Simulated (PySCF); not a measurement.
## PN⁺: mean field, correlation and small terms against distance

State: ²Σ⁺, doublet, unpaired electrons σ ↑. ROHF-based CCSD(T) in PySCF 2.14 with P cc-pV(T+d)Z, N cc-pVTZ and P cc-pV(Q+d)Z, N cc-pVQZ (frozen core orbitals: 6; no relativity). Correlation energies are extrapolated as n⁻³ (n = 3, 4), Hartree–Fock as (n+1)·exp(−9√n). CV is the change on freezing 1 orbitals instead, in P cc-pwCVTZ, N cc-pwCVTZ. SR is the spin-free X2C energy in P cc-pVTZ-DK, N cc-pVTZ-DK less the non-relativistic one in P cc-pVTZ, N cc-pVTZ. All energies in eV from P⁺ + N.

```csv
R (Å),HF/CBS,CCSD corr.,(T),CV,SR,total
1.3005,-0.202,-2.810,-0.3112,-0.0836,0.0016,-3.405
1.3596,-0.913,-2.985,-0.3571,-0.0624,0.0066,-4.310
1.4187,-1.159,-3.171,-0.4072,-0.0449,0.0100,-4.772
1.4778,-1.068,-3.367,-0.4613,-0.0306,0.0120,-4.916
1.5369,-0.740,-3.570,-0.5192,-0.0187,0.0130,-4.835
1.6108,-0.105,-3.831,-0.5962,-0.0065,0.0133,-4.525
1.6847,0.680,-4.096,-0.6771,0.0035,0.0129,-4.077
```

A fit to the total gives Re = 1.4826 Å, De = 4.916 eV, ωe = 1319.5 cm⁻¹, Be = 0.7953 cm⁻¹ (masses 30.9738 and 14.0031 u).

At R = 1.4778 Å the CCSD correlation energy is -0.316554 hartree in the smaller basis and -0.331437 in the larger. Extrapolate it.

(4³·E4 − 3³·E3)/(4³ − 3³) = -0.34230 hartree; the larger basis holds 96.8 % of it.

The T1 diagnostic is 0.053, large enough to doubt a single reference. The state was picked by a PBE0 search and need not be the measured ground state. Spin–orbit coupling, excitations beyond (T) and corrections to the Born–Oppenheimer picture are left out.
